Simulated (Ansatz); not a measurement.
**The sulfur atom (triplet): wave-function methods side by side, 6-31++G****

Aim: climb from Hartree-Fock through coupled cluster for the sulfur atom (triplet) at one geometry and basis, and see what each rung misses.

Computed with Ansatz 0.2.0, Gaussian basis. Level: 6-31++G**, core rule «outside noble gas», up to 5 orbitals frozen.

To be run: UHF; CCSD(T) on ROHF; Full CI.

1 further run of the same task is left out (set aside as unsound or not needed).

## Step 1: The atom

A free atom, in its lowest state of this spin that the program finds.

1 atom, charge 0, spin multiplicity 3.

## Step 2: UHF

File in.yaml:

```yaml
crystal:
  periodic: [false, false, false]
  atoms:
    - {symbol: S, position_ang: [0.000000, 0.000000, 0.000000]}
basis:
  gaussian: {orbitals: "6-31++G**"}
magnetization: {spin_polarized: true, initial_magnetization: 2}
hamiltonian: {xc: hf}
output: {orbitals: {seedname: orbitals}}
```

Run with:

```
$ ansatz run in.yaml --threads 1 --pin off --events-out ev --progress --plain --max-ram 2393MiB
```

After this run come: CCSD(T) on ROHF; Full CI.

Q: Predict the results of all the runs planned. Wanted: FCI below the RHF energy; RMP2 from FCI; RCCSD from FCI; RCCSD(T) from FCI; T1 diagnostic; effectively unpaired electrons.

As calculated:

| quantity | value |
| --- | --- |
| FCI below the RHF energy | -2.7570 eV |
| RMP2 from FCI | +517.1 meV |
| RCCSD from FCI | +49.8 meV |
| RCCSD(T) from FCI | +10.3 meV |
| levels within 1 kcal/mol (43 meV) | RCCSD(T) |
| T1 diagnostic | 0.014 |
| effectively unpaired electrons | 2.01 |

What this shows: RCCSD(T) lands +10.3 meV from the yardstick (0.4 % of the correlation energy). One determinant dominates. These misses are within one basis, not against nature.
